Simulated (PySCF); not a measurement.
C₃H₂FO₂ (charge -1).
Structure used (PBE0-D3(BJ)/def2-SVP), in Å, numbered top down from 1:
```
atom  x, y, z in Å
O1    -1.379    1.716   -0.878
C2    -0.898    0.571   -0.809
O3    -1.107   -0.437   -1.513
C4     0.123    0.381    0.337
C5     0.737   -0.783    0.508
F6     1.648   -1.033    1.479
H7     0.334    1.228    0.999
H8     0.542   -1.642   -0.142
```

The closed-shell ground state was solved at several levels (PySCF, density fitting, gas phase, non-relativistic). No diffuse functions stand in pcJ-1, pcSseg-1 and pcSseg-2, which bears on an anion's orbital energies.

| level | basis functions | HOMO (eV) | LUMO (eV) | gap (eV) |
| --- | --- | --- | --- | --- |
| B3LYP/def2-SVPD | 145 | -1.60 | 3.84 | 5.44 |
| PBE0/pcSseg-1 | 112 | -1.35 | 4.49 | 5.84 |
| KT2/pcSseg-2 | 244 | -0.23 | 3.28 | 3.51 |

(1) What might B3LYP/pcJ-1 (182 basis functions) give for the same quantities?

(2) Over all these levels, which gives the widest orbital gap and which the narrowest?

## Answers

(1) HOMO -1.03 eV, LUMO 4.28 eV, gap 5.31 eV.

(2) PBE0/pcSseg-1 (global hybrid, 25 % exact exchange) has the widest, 5.84 eV, and KT2/pcSseg-2 (GGA) the narrowest, 3.51 eV. Functional and basis both differ between the two, so the spread mixes both effects.
